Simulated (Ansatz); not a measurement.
# SiHCl (triplet): RPA-PBE over vertical spin and charge gaps, cc-pVDZ

How well do these functionals follow the top wave-function level for SiHCl (triplet) over vertical spin and charge gaps?

The runs use Ansatz 0.2.0, Gaussian basis; cc-pVDZ, all electrons in the functionals, frozen cores in the correlation of double hybrids and RPA.

Plan: RPA-PBE, at charge 0, triplet; charge 0, singlet; charge 0, quintet; charge 1, doublet; charge 1, quartet.

8 further runs of the same task are left out: 2 for a known fault of the program, 6 set aside as unsound or not needed.

**1. The geometry**

The geometry is a PBE0/def2-TZVP stationary point (not a proven minimum).

3 atoms, charge 0, spin multiplicity 3.

Atoms are counted from 1 here; the program's logs count them from 0.

Bond lengths: Si1–Cl2 2.048 Å, Si1–H3 1.491 Å. Angles: Cl2–Si1–H3 115.5°.

No dispersion term is added.

The geometry shown and the zero of energy belong to the point charge 0, triplet. The yardstick, UCCSDTQ, and other wave-function levels (R restricted, U unrestricted, valence and pair active spaces) come from earlier runs.

**2. RPA-PBE, charge 0, triplet**

in.yaml reads:

```yaml
crystal:
  periodic: [false, false, false]
  atoms:
    - {symbol: Si, position_ang: [0.000000, -0.097122, 1.110575]}
    - {symbol: Cl, position_ang: [0.000000, 0.042769, -0.932187]}
    - {symbol: H, position_ang: [0.000000, 1.201899, 1.843159]}
basis:
  gaussian: {orbitals: cc-pVDZ}
magnetization: {spin_polarized: true, initial_magnetization: 2}
hamiltonian: {xc: {name: PBE}}
correlation: {method: rpa, electrons: outside_noble_gas}
```

On the command line:

```bash
$ ansatz run in.yaml --threads 1 --pin off --events-out ev --progress --plain --max-ram 4096MiB --backend cpu
```

The runs that follow: RPA-PBE, charge 0, singlet; RPA-PBE, charge 0, quintet; RPA-PBE, charge 1, doublet; RPA-PBE, charge 1, quartet.

**Question.** What will the summary of the whole plan be? Wanted: triplet to singlet, UCCSDTQ; triplet to quintet, UCCSDTQ; ionisation to the doublet cation, UCCSDTQ; ionisation to the quartet cation, UCCSDTQ; largest miss, RPA-PBE.

As calculated:

```
                                 quantity                           value
              triplet to singlet, UCCSDTQ                       -1.096 eV
              triplet to quintet, UCCSDTQ                        7.738 eV
ionisation to the doublet cation, UCCSDTQ                        7.546 eV
ionisation to the quartet cation, UCCSDTQ                       12.041 eV
                    largest miss, RPA-PBE  -0.219 eV (triplet to quintet)
```

RPA-PBE strays by up to 0.219 eV, at triplet to quintet. Functionals and the yardstick converge differently with the basis, so part of each miss in cc-pVDZ is the basis.
